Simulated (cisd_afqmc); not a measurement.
Input (AFQMC/CISD/cc-pV(D+d)Z; cisd_afqmc is a phaseless AFQMC code with CISD trial states that reads the integrals written by Ansatz): A basis named .json is the Basis Set Exchange file of that set.

Ansatz 0.2 input:
```python
import cisd_afqmc

open("ham.yaml", "w").write("""\
crystal:
  periodic: [false, false, false]
  atoms:
    - {symbol: Si, position_ang: [-0.00000000, -0.00000000, -0.55379892]}
    - {symbol: O, position_ang: [0.00000000, 0.00000000, 0.96914810]}
basis:
  gaussian:
    orbitals: cc-pV_D+d_Z.json
total_charge: 1
magnetization: {spin_polarized: true, initial_magnetization: 1}
correlation: {method: ccsd, electrons: outside_noble_gas, hamiltonian_folder: ham}
""")
rep = cisd_afqmc.ansatz("ham.yaml")
e_ccsd = rep["correlation"]["coupled_cluster"]["energy"]["hartree"]
out = cisd_afqmc.run("ham", e_ccsd, trial="CISD", walkers=200, populations=8, threads=8, dt=0.005, steps=40, early=24, settle=10, least=32,
    cut=5e-5, rank_cut=2e-4, target=0.0004, seconds=1500, seed=1, memory=17280, gpu=False)
```

Output:

```
WARN ansatz::render: the results are in doubt because among natural orbitals full CI differs from the method by -0.193 eV
orbitals 31, occupied [5, 4], factors 165 of 387, rank of the doubles 132 of 238
E(HF) = -363.418051
E(CCSD) on the cut factors = -363.668592, shift to the whole factors -0.000000
Energy of the trial state on the determinant = -363.668598
  tau behind 7.2 of longer steps, mean of the populations' last blocks
   2.0  -363.68029
   4.0  -363.67948
   6.0  -363.68046
   8.0  -363.67886
  10.0  -363.68221
  12.0  -363.67910
blocks 526 (0 outliers left out), error by blocks joined: 1: 0.00023, 2: 0.00028, 4: 0.00034, 8: 0.00040, 16: 0.00037
E(AFQMC/CISD) = -363.67980 +/- 0.00040
```

The determinant is spin-contaminated: <S^2> is 0.80, 0.05 over the pure value.

The run carries these doubts: large difference.
